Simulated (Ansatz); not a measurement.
Other spins and charges of GeAs, quartet at one geometry

Geometry (PBE0/def2-TZVP stationary point for this spin):

```xyz
2

Ge    0.0000    0.0000    0.0000
As    0.0000    0.0000    2.5311
```

Basis cc-pVTZ; Ansatz 0.2.0. Correlated methods freeze the noble-gas cores and the filled d shells of p-block atoms. R marks a restricted (for open shells ROHF) determinant, U an unrestricted one. Active spaces: valence = (9e, 8o) chosen from the atoms' valence shells. No spin–orbit coupling is included, and no scalar relativity.

Gaps are energies of the second state less the first, at fixed atoms, for a selection of the levels run; each method lands on the state that its own search finds for that charge and spin.

For open shells CISD is restricted-active-space CI with the open shells as a complete middle space.

Removing an electron, to the triplet: 6.833 eV at UCCSDT(Q).

```
                 level  gap (eV)  error (meV)
                   UHF     6.719         -114
                  CISD     6.838            5
                 UCCSD     6.863           30
              UCCSD(T)     6.844           11
                UCCSDT     6.838            5
CASSCF (valence space)     6.023         -810
MRCISD (valence space)     6.677         -156
                r2SCAN     7.000          167
                 B3LYP     6.831           -2
               RPA-PBE     7.023          190
```

Functionals correlate the shells that the reference freezes, so part of their error here is the reference's.

Full CI isn't at hand for all of this; UCCSDT(Q) serves as the reference, and is uncertain by the last step of the cluster series or more. The frozen core follows each run's orbitals, which can shift R against U totals by a few meV for light atoms and by up to 0.1 eV past Ca.
